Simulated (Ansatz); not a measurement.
# BN (triplet): from Hartree-Fock to the top rungs at distance B1–N2 = 1.167 Å, 6-31G

Aim: climb from Hartree-Fock through coupled cluster and multireference methods for BN (triplet) at one geometry and basis, and see what each rung misses.

The runs use Ansatz 0.2.0, Gaussian basis; 6-31G, core rule «outside noble gas», up to 2 orbitals frozen.

Plan: UHF; CCSD(T) on ROHF; CCSD(T) on UHF; BCCD(T) on ROHF; CISD; CCSDT(Q) on ROHF; CCSDT(Q) on UHF; CISDTQ; CCSDTQ on ROHF; CCSDTQ on UHF; CASSCF and MRCISD+Q, 4 electrons in 4 orbitals; CASSCF and NEVPT2, 4 electrons in 4 orbitals; CASSCF and MRCISD+Q, 8 electrons in 8 orbitals; CASSCF and MRCISD+Q(relaxed), 8 electrons in 8 orbitals; CASSCF and NEVPT2, 8 electrons in 8 orbitals; Full CI; Full CI in the symmetry of the determinant.

12 further runs of the same task are left out: 11 that didn't finish, 1 set aside as unsound or not needed.

### 1 The system

The geometry derives from a PBE0/def2-TZVP stationary point (not a proven minimum). One bond is set to the value named and the two fragments are kept rigid.

2 atoms, charge 0, spin multiplicity 3.

Atoms are counted from 1 here; the program's logs count them from 0.

Bond lengths: B1–N2 1.167 Å.

As a file:

```xyz
2

B     0.00000    0.00000    0.00000
N     0.00000    0.00000    1.16700
```

### 2 UHF

Input file in.yaml:

```yaml
crystal:
  periodic: [false, false, false]
  atoms:
    - {symbol: B, position_ang: [0.000000, 0.000000, 0.000000]}
    - {symbol: N, position_ang: [0.000000, 0.000000, 1.167000]}
basis:
  gaussian: {orbitals: 6-31G}
magnetization: {spin_polarized: true, initial_magnetization: 2}
hamiltonian: {xc: hf}
output: {orbitals: {seedname: orbitals}}
```

Command:

```bash
$ ansatz run in.yaml --threads 1 --pin off --events-out ev --progress --plain --max-ram 2393MiB
```

After this run come: CCSD(T) on ROHF; CCSD(T) on UHF; BCCD(T) on ROHF; CISD; CCSDT(Q) on ROHF; CCSDT(Q) on UHF; CISDTQ; CCSDTQ on ROHF; CCSDTQ on UHF; CASSCF and MRCISD+Q, 4 electrons in 4 orbitals; CASSCF and NEVPT2, 4 electrons in 4 orbitals; CASSCF and MRCISD+Q, 8 electrons in 8 orbitals; CASSCF and MRCISD+Q(relaxed), 8 electrons in 8 orbitals; CASSCF and NEVPT2, 8 electrons in 8 orbitals; Full CI; Full CI in the symmetry of the determinant.

**Question.** What will the summary of the whole plan be? Wanted: FCI below the RHF energy; RMP2 from FCI; UMP2 from FCI; RCCSD from FCI; RCCSD(T) from FCI; UCCSD(T) from FCI; RCCSDT(Q) from FCI; UCCSDT(Q) from FCI; NEVPT2 pair from FCI.

**Answer**, as computed:

| quantity | value |
| --- | --- |
| FCI below the RHF energy | -3.6261 eV |
| RMP2 from FCI | +12.43 kcal/mol |
| UMP2 from FCI | +12.73 kcal/mol |
| RCCSD from FCI | +3.03 kcal/mol |
| RCCSD(T) from FCI | +0.78 kcal/mol |
| UCCSD(T) from FCI | +0.81 kcal/mol |
| RCCSDT(Q) from FCI | 0.00 kcal/mol |
| UCCSDT(Q) from FCI | -0.05 kcal/mol |
| NEVPT2 pair from FCI | +10.63 kcal/mol |
| MRCISD+Q pair from FCI | +1.24 kcal/mol |
| NEVPT2 valence from FCI | +7.89 kcal/mol |
| levels within 1 kcal/mol (43 meV) | RCCSD(T), UCCSD(T), BCCD(T), RCCSDT, UCCSDT, CISDTQ, RCCSDT(Q), UCCSDT(Q), RCCSDTQ, UCCSDTQ, MRCISD valence, MRCISD+Q valence, MRCISD+Q(relaxed) valence |
| T1 diagnostic | 0.030 |
| effectively unpaired electrons | 2.05 |

In words: RCCSD(T) misses by +0.78 kcal/mol, 0.9 % of the correlation energy. UCCSDT(Q), MRCISD+Q(relaxed) valence fall below full CI: unrestricted runs freeze a spin-polarised core, another one than full CI's, and coupled cluster isn't variational. One determinant dominates. Of the multireference levels listed MRCISD+Q(relaxed) valence comes nearest in total energy (-0.06 kcal/mol), which doesn't show that its space is the better one. These misses are within one basis, not against nature; the frozen cores of restricted and unrestricted runs differ, which can shift their rows.
